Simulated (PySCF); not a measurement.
# Orbital picture of BCl

PBE0 at R = 1.720 Å; B def2-TZVPPD, Cl def2-TZVPPD; no relativity (PySCF 2.14). State: ¹Σ⁺ (singlet), closed shell. Only the outer orbitals are listed, counted within each symmetry.

```tsv
orbital	occ.	ε (eV)	on B (%)	main shells (%)
5σ	2	-24.81	6	92 Cl s
6σ	2	-14.37	30	62 Cl p, 24 B s
2π	2	-11.06	9	90 Cl p
2π	2	-11.06	9	90 Cl p
7σ	2	-7.49	90	65 B s, 25 B p, 9 Cl p
3π	0	-1.95	83	82 B p, 10 Cl d
3π	0	-1.95	83	82 B p, 10 Cl d
```

Which are the highest filled and the lowest empty level, where do they sit, and how wide is the gap?

Highest filled 7σ at -7.49 eV (in %: 65 B s, 25 B p, 9 Cl p); lowest empty 3π at -1.95 eV (in %: 82 B p, 10 Cl d); the gap at PBE0 is 5.54 eV.

```json
{"bond order (Mayer)": "1.39", "⟨S²⟩": "0.000", "charge on B (Mulliken, basis-dependent)": "0.10", "charge on B (Löwdin, basis-dependent)": "-0.49", "dipole moment (positive dipole means B(−)Cl(+))": "1.59 D", "polarisability along the bond": "40.8 bohr³", "polarisability across the bond": "29.4 bohr³"}
```
